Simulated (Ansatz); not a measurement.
Input file:

```yaml
crystal:
  periodic: [false, false, false]
  atoms:
    - {symbol: B, position_ang: [0.000000, 0.000000, 0.081476]}
    - {symbol: B, position_ang: [0.000000, 0.000000, -1.438951]}
    - {symbol: H, position_ang: [0.000000, 0.000000, 1.357476]}
basis:
  gaussian: {orbitals: STO-3G}
magnetization: {spin_polarized: false, initial_magnetization: 3}
correlation: {active_space: {window: {electrons: 5, orbitals: 7}, fixed_orbitals: true}}
```

```sh
$ ansatz run in.yaml --threads 1 --pin off --events-out ev --progress --plain --max-ram 2393MiB
```

Output:

```
137 factors; integrals over basis functions are off by at most 2.4e-4 eV
mean field evaluation 1: about -1334.3832 eV, gradient 9.6e0 eV
mean field evaluation 2: about -1334.3881 eV, gradient 9.5e0 eV
mean field evaluation 4: about -1335.9644 eV, gradient 2.4e0 eV
mean field evaluation 8: about -1336.0139 eV, gradient 1.3e-1 eV
mean field evaluation 16: about -1336.0128 eV, gradient 1.6e-1 eV
a density is far from that of the atoms, so the factors are made again for it
144 factors; integrals over basis functions are off by at most 1.4e-5 eV
mean field evaluation 32: about -1336.0147 eV, gradient 1.3e-1 eV
mean field -1336.01417477 eV, -49.0976153400 hartree, gradient 1.4e-6 eV, S^2 3.750000; 3 other end points of the search recorded, 0 dependent functions left out
reference -1336.01417477 eV, -49.0976153400 hartree; 7, 4 occupied and 4, 7 virtual orbitals, 144 factors
state -1336.95087068 eV, -49.1320382798 hartree
Total energy: -1336.95087068 eV, -49.1320382798 hartree
```

Ran on 1 thread of Intel Xeon, shared host: 0.21 s wall, 0.07 GiB peak host memory.
